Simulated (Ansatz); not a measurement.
Two structures of BH$_{2}$OF, closed shell, reached by relaxing down either side of one saddle point (PBE0-D4/def2-TZVP). Energies are electronic, without zero-point energy. Program: Ansatz 0.2.0. Basis: def2-TZVPP and def2-QZVPP. Cores are frozen in the correlated methods. Extrapolation: Hartree–Fock as exp(−7.88 √X), correlation as X^−2.97. First:

```
5
angstrom
B -0.0350 0.3855 -0.0012
H 0.4593 0.6798 -1.0520
O -0.1381 -0.8812 0.4428
H 0.2242 -1.5263 -0.1677
F -0.5104 1.3421 0.7781
```

Second:

```
5
angstrom
B -0.5138 0.0888 1.0231
H 0.8063 0.1769 -1.6654
O -0.5163 -1.0965 1.2477
H 0.7415 -0.5200 -1.4023
F -0.5178 1.3507 0.7969
```

Question: Which bonds change from the first to the second?

Answer: BH₂OF ([OH][BH][F]) → BOF + H₂; bonds formed: H2–H4; bonds broken: B1–H2, O3–H4.

Question: Give the saddle point's structure and its height above each. (Judge from chemistry; the value comes from the calculation.)

Answer: Computed: 2.848 eV above the first and 1.479 eV above the second (CCSD(T) at an estimated basis limit (MP2 extrapolated from triple and quadruple zeta, plus CCSD(T) − MP2 in triple zeta)).
```json
{"atom": "B1", "x (Å)": "-0.1594", "y (Å)": "0.1651", "z (Å)": "0.2906"}
{"atom": "H2", "x (Å)": "0.4749", "y (Å)": "0.1808", "z (Å)": "-0.9916"}
{"atom": "O3", "x (Å)": "-0.2298", "y (Å)": "-1.0483", "z (Å)": "0.6590"}
{"atom": "H4", "x (Å)": "0.3506", "y (Å)": "-0.6990", "z (Å)": "-0.5767"}
{"atom": "F5", "x (Å)": "-0.4364", "y (Å)": "1.4013", "z (Å)": "0.6187"}
```

No T1 diagnostic of these runs exceeds 0.018.

Labels in which every atom is bracketed show which atoms are joined, not bond orders.

For scale, one of the runs: CCSD(T)/def2-TZVPP, 121 basis functions, launched by `ansatz run in.yaml --threads 2 --pin off --events-out ev --progress --plain --max-ram 4352MiB`. The run took about 7 s on 2 CPU threads of an Arm Neoverse V1 (shared host).
